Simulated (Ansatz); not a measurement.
Molecule: C₂H₄, net charge 1, doublet state. 
Structure (B3LYP-D3(BJ)/def2-TZVP (Ansatz, a quantum-chemistry and plane-wave program) minimum search):
```xyz
6

C      0.0110     0.0066     0.6937
C     -0.0110    -0.0066    -0.6937
H     -0.2087     0.9161     1.2520
H      0.2486    -0.8922     1.2619
H      0.2120     0.8913    -1.2692
H     -0.2520    -0.9152    -1.2447
```
Charge +1, spin multiplicity 2.

Parts of the frozen-core correlation energy in cc-pVDZ (Ansatz, hartree). Frozen orbitals: 2; correlated occupied orbitals by spin: 6 and 5; virtual: 40 and 41. UHF or UKS for open shells. No spin-orbit coupling. No relativistic terms.

```csv
term,value
reference (HF),-77.71554
MP2 opposite-spin,___
MP2 same-spin,___
CCSD correlation,-0.25780
(T),___
CCSDT minus CCSD(T),-0.00089
T1 diagnostic,0.015
largest doubles amplitude,0.033
<S^2> of the reference,0.760
```

Fill in the missing entries.


- MP2 opposite-spin, value: -0.17678
- MP2 same-spin, value: -0.04589
- (T), value: -0.00636
